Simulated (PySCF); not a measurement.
**CN⁻ at PBE0**

Level: PBE0. basis C aug-cc-pVDZ, N aug-cc-pVDZ; no relativity; PySCF 2.14.

| Item | Value |
| --- | --- |
| state | ¹Σ⁺ (singlet), closed shell |
| bond length | 2.234 bohr |
| harmonic wavenumber | 2137 cm⁻¹ |
| force constant | 17.4 mdyn/Å |
| rotational constant Be | 1.867 cm⁻¹ |
| anharmonicity ωexe | 11.2 cm⁻¹ |
| vibration–rotation constant αe | 0.0153 cm⁻¹ |
| well depth De to C⁻ + N | 10.01 eV |
| dissociation energy D0 | 9.88 eV |
| HOMO–LUMO gap | 6.67 eV |
| bond order (Mayer) | 2.65 |
| dipole moment (positive dipole points towards N; it is taken about the centre of mass and depends on that origin) | 0.62 D |

For an ion De counts to the pair picked by the measured ionisation energies or electron affinities, which need not be the lowest pair at this level.
